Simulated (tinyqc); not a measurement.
Inside a calculation. Method: Pariser-Parr-Pople SCF with singles CI, for the molecule [CH2+]C=CC=O (SMILES; centres numbered as the heavy atoms are written). One step of it, computed by the program tinyqc.

Task: Iteration 3: Fock matrix. F_rr = H_rr + P_rr gamma_rr / 2 + sum_(s != r) P_ss gamma_rs; F_rs = H_rs - P_rs gamma_rs / 2; E = tr P (H + F) / 2 + core repulsion sum_(r<s) z_r z_s gamma_rs.

P after iteration 2, order 1C, 2C, 3C, 4C, 5O:
$$\begin{pmatrix}
0.541713 & 0.712131 & 0.446101 & -0.045935 & -0.285878 \\
0.712131 & 0.957621 & 0.659210 & 0.064372 & -0.228849 \\
0.446101 & 0.659210 & 0.614128 & 0.385231 & 0.262938 \\
-0.045935 & 0.064372 & 0.385231 & 0.729199 & 0.878641 \\
-0.285878 & -0.228849 & 0.262938 & 0.878641 & 1.157340
\end{pmatrix}$$

core matrix H (eV), order 1C, 2C, 3C, 4C, 5O:
$$\begin{pmatrix}
-25.680722 & -2.640000 & 0.000000 & 0.000000 & 0.000000 \\
-2.640000 & -28.725521 & -2.640000 & 0.000000 & 0.000000 \\
0.000000 & -2.640000 & -29.816953 & -2.640000 & 0.000000 \\
0.000000 & 0.000000 & -2.640000 & -29.033929 & -2.770000 \\
0.000000 & 0.000000 & 0.000000 & -2.770000 & -32.989420
\end{pmatrix}$$

repulsion gamma_rs (eV), order 1C, 2C, 3C, 4C, 5O:
$$\begin{pmatrix}
11.130000 & 5.344569 & 3.872154 & 2.881359 & 2.422640 \\
5.344569 & 11.130000 & 5.346287 & 3.873196 & 3.001469 \\
3.872154 & 5.346287 & 11.130000 & 5.346287 & 4.092224 \\
2.881359 & 3.873196 & 5.346287 & 11.130000 & 5.773087 \\
2.422640 & 3.001469 & 4.092224 & 5.773087 & 15.200000
\end{pmatrix}$$

Centres (angstrom, eV; a flat drawing with bonds scaled to 1.40 angstrom):
```
centre          x          y  core charge z          W   gamma_rr
1C      -2.425000  -0.280000              1  11.160000  11.130000
2C      -1.212000   0.420000              1  11.160000  11.130000
3C       0.000000  -0.280000              1  11.160000  11.130000
4C       1.212000   0.420000              1  11.160000  11.130000
5O       2.425000  -0.280000              1  17.700000  15.200000
```

Give: F; pi energy.

Result:

F (eV), order 1C, 2C, 3C, 4C, 5O:
$$\begin{pmatrix}
-10.265 & -4.543 & -0.864 & 0.066 & 0.346 \\
-4.543 & -10.920 & -4.402 & -0.125 & 0.343 \\
-0.864 & -4.402 & -10.547 & -3.670 & -0.538 \\
0.066 & -0.125 & -3.670 & -9.741 & -5.306 \\
0.346 & 0.343 & -0.538 & -5.306 & -13.284
\end{pmatrix}$$

pi energy = -60.074 eV
